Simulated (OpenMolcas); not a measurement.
# Exact exchange and the HOMO–LUMO gap of [HO2]− (hydroperoxide(1-))

[HO2]−: 3 atoms, total charge -1, spin state singlet. As SMILES, `[O-]O`. The coordinates come from a PBE0-D4/def2-TZVPD relaxation.

The HOMO–LUMO gap y, in eV, basis def2-TZVPPD; a is the functional's share of exact exchange. Programs: OpenMolcas 26.06.

| functional | program | a | y (eV) |
| --- | --- | --- | --- |
| revPBE | OpenMolcas | 0 | 1.31 |
| BLYP | OpenMolcas | 0 | 1.40 |
| B3LYP | OpenMolcas | 0.2 | 3.12 |
| PBE0 | OpenMolcas | 0.25 | ? |
| BHLYP | OpenMolcas | 0.5 | 5.57 |

Question: Fit y = c + s·a to the known rows and predict PBE0.

Answer: 
1. Means of the 4 rows: a = 0.1750, y = 2.850.
2. Σ(Δa)² = 0.1675, Σ(Δa·Δy) = 1.414, so the slope is 1.414/0.1675 = 8.4418.
3. Intercept: 2.850 − (8.4418) × 0.1750 = 1.373. The largest residual of the fit is 0.063.
4. PBE0: 1.373 + (8.4418) × 0.25 = 3.48 eV.

The run gave 3.54 eV, so the prediction is off by -0.06 eV, within the scatter of the fit. Exact exchange lowers occupied levels and raises empty ones. The rows mix families of semi-local functionals, which the line can't see.
